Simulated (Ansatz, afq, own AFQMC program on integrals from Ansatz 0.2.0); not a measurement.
**Atomization energy of AlBH2, singlet**

```xyz
4

B     0.0000    0.0000    1.4848
Al    0.0000    0.0000   -0.7557
H     0.0000    1.0050    2.1514
H     0.0000   -1.0050    2.1514
```

Connectivity, by distances: BH2–Al.

Atoms in their ground-state spins without spin–orbit coupling (mostly on UHF) minus the molecule (RHF), without zero-point energy. The geometry is a stationary point, not shown to be a minimum.

Basis 6-31G. Noble-gas cores (and the filled d shells of Ga–Kr and In–Xe) are frozen. AFQMC by an in-house program on the Cholesky factors that Ansatz 0.2.0 writes for its CCSD(T) run. The CISD trial takes its coefficients from CCSD amplitudes. Released means that phaseless walkers are propagated on without the constraint, phases kept. Error bars are statistical, one sigma. The errors of all members are added in quadrature.

Full CI on the same integrals is exact in this basis and with this determinant's frozen core.

Errors are counted within 6-31G, not against nature.

Cautions: AlBH₂ (singlet): restricted determinant unstable towards unrestricted (UHF 113 meV lower, ⟨S²⟩ 0.53), the ph-AFQMC/CISD walk drifts between its halves (2.2 errors).

```csv
level,atomization energy (kcal/mol)
CCSD,195.0
MP2,196.6
```

From these cheaper values, estimate the atomization energy at the reference level in 6-31G.

196.2 kcal/mol (full CI in 6-31G).

```
         level  atomization energy (kcal/mol)  error against FCI (kcal/mol)
            HF                          174.1                         -22.1
       CCSD(T)                          195.9                          -0.3
 ph-AFQMC/CISD                    196.0 ± 0.1                    -0.1 ± 0.1
released AFQMC                    196.2 ± 0.1                     0.0 ± 0.1
```

Correlation beyond CCSD(T) adds 0.3 kcal/mol. The perturbative (T) step is worth +0.8 kcal/mol.

A walk keeps the symmetry of its determinant, which the program's search chose and which needn't be the lowest solution, so a lower state of the same spin and another symmetry isn't excluded. Released energies are given only where the last usable release times agree within the noise; a slower fall can still hide under it.
